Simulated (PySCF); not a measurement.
# Threshold energies of BO in a plasma

PBE0 in PySCF with def2-TZVP on every atom, for the lowest determinant that a PBE0 search found; no spin–orbit coupling.

```tsv
species	state (unpaired electrons)	Re (Å)	ωe (cm⁻¹)	energy of the minimum from the neutral (eV)	De (eV)	dissociates to
BO	doublet (σ ↑)	1.201	1934	0.00	8.46	B + O
BO⁺	singlet (closed shell)	1.185	1972	13.23	3.88	B⁺ + O
```

Problem. Work out the lowest energy to break BO into atoms, from its vibrational ground state.

Solution. D0 = De − ωe/2 = 8.46 − 0.12 = 8.34 eV (PBE0/def2-TZVP).

Problem. Work out the ionisation energy of the B atom at this level and the threshold of dissociative ionisation.

Solution. IE(B) = 13.23 + 3.88 − 8.46 = 8.65 eV, so B⁺ + O + e⁻ appears at D0 + IE(B) = 16.99 eV (PBE0/def2-TZVP). The measured IE(B) is 8.298 eV (NIST ASD).

These are thermodynamic thresholds; the onsets seen under electron impact lie higher where the geometry changes, and cross-sections peak well above them.

For an ion De counts to the pair picked by the measured ionisation energies or electron affinities, which need not be the lowest pair at this level. States were picked by a PBE0 search and need not be the measured ground states.
